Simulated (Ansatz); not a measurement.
Ideal-gas functions of CH$_{4}$OS$_{2}$, SMILES `OC(S)S` at 298.15 K and 1 bar, from an Ansatz frequency run at PBE0-D4/def2-TZVP.

Molar mass 96.18 g/mol, point group C1 (symmetry number 1), electronic degeneracy 1, moments of inertia 77.55, 157.868, 220.857 u Å². Harmonic wavenumbers (cm⁻¹, unscaled): 177, 255, 302, 313, 405, 427, 612, 759, 911, 931, 1102, 1207, 1272, 1412, 2696, 2723, 3120, 3821.

Use S(trans) = R[1.5 ln M + 2.5 ln T − 1.1517]; rotational temperatures θ = 24.2544 K / I; S(rot) = R[ln(√π/σ · √(T³/θAθBθC)) + 1.5]; for each mode x = 1.438777 ν̃/T, S = R[x/(eˣ − 1) − ln(1 − e⁻ˣ)] and H = RT x/(eˣ − 1); 1 cm⁻¹ = 0.0119627 kJ/mol; R = 8.31446 J/(mol·K).

Question: By hand: the entropy, in J/(mol·K).

Answer: Translation 165.8. Rotation: θ = 0.3128, 0.1536, 0.1098 K, giving 110.1. Vibration, mode by mode: 9.87, 7.10, 5.88, 5.63, 3.95, 3.63, 1.80, 1.02, 0.56, 0.52, 0.26, 0.17, 0.13, 0.07, 0.00, 0.00, 0.00, 0.00, in all 40.6. Electronic 0.0. Sum 316.5 J/(mol·K).

Question: By hand: H − E and G − E in kJ/mol, counted from the electronic energy.

Answer: Zero-point energy ½ × 22445 × 0.0119627 = 134.3; thermal vibration 7.6; translation, rotation and pV give 4 RT = 9.9. H − E = 151.8 kJ/mol, and G − E = 151.8 − 298.15 × 316.5/1000 = 57.4 kJ/mol.

Vibration gives 13 % of the entropy. The sum counts one conformer and one mirror image; others add a mixing term.
